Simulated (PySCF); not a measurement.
**Static response to an electric field**

Compound: streptocyanine-1, CH5N2 (charge +1).
Structure used (GFN2-xTB), in Å, numbered top down from 1:
```xyz
8
CH5N2 angstrom
N      1.147    0.202    0.071
C      0.003   -0.413    0.168
N     -1.146    0.109   -0.151
H      1.214    1.154   -0.270
H      2.012   -0.252    0.332
H      0.009   -1.434    0.542
H     -1.223    1.056   -0.505
H     -2.007   -0.413   -0.056
```

Level: B3LYP/def2-SVPD (PySCF), static field, nuclei fixed, core orbitals frozen in the response. The polarisability tensor in these axes (au):

```
x   36.25  0.72  1.82
y    0.72 23.92 -2.25
z    1.82 -2.25 18.57
```

Task: Give the principal values, the mean and the anisotropy Δα = √{½[(α1 − α2)² + (α2 − α3)² + (α1 − α3)²]}.

Result: Principal values 17.55, 24.74 and 36.45 au; mean 26.25 au = 3.89 Å³ = 4.33 × 10⁻⁴⁰ C²·m²/J; Δα = 16.53 au (63 % of the mean).

Task: Form Σ f/ω² (atomic units) for the 8 lowest TDDFT singlets, given as eV and f, and set it beside the mean polarisability, which is this sum over all singlets: 7.58, 0.3327; 8.28, 0.0000; 8.88, 0.0000; 9.27, 0.0249; 10.01, 0.0042; 10.69, 0.0005; 10.72, 0.0000; 10.91, 0.1013.

Result: They add up to 5.17 au, 19.7 % of the 26.25 au; the largest single term is 4.29 au, from the state at 7.58 eV. Terms in order: 4.29, 0.00, 0.00, 0.21, 0.03, 0.00, 0.00, 0.63 au. Higher excitations give the rest. The strengths listed sum to 0.464.

Task: Rayleigh depolarisation ratio (linearly polarised light, static tensor)?

Result: ρ = 3Δα²/(45ᾱ² + 4Δα²) = 819.5/(31000 + 1092.7) = 0.0255.

Task: Along which axes do the principal values lie, and how far do the nuclei extend along each?

Result: Largest value along (0.99, 0.04, 0.10), where the nuclei span 4.04 Å; middle along (0.00, 0.94, -0.34), 2.70 Å; least along (-0.10, 0.34, 0.93), 0.00 Å. The response follows the extents in order.

Isolated species at its GFN2-xTB geometry, gas phase.
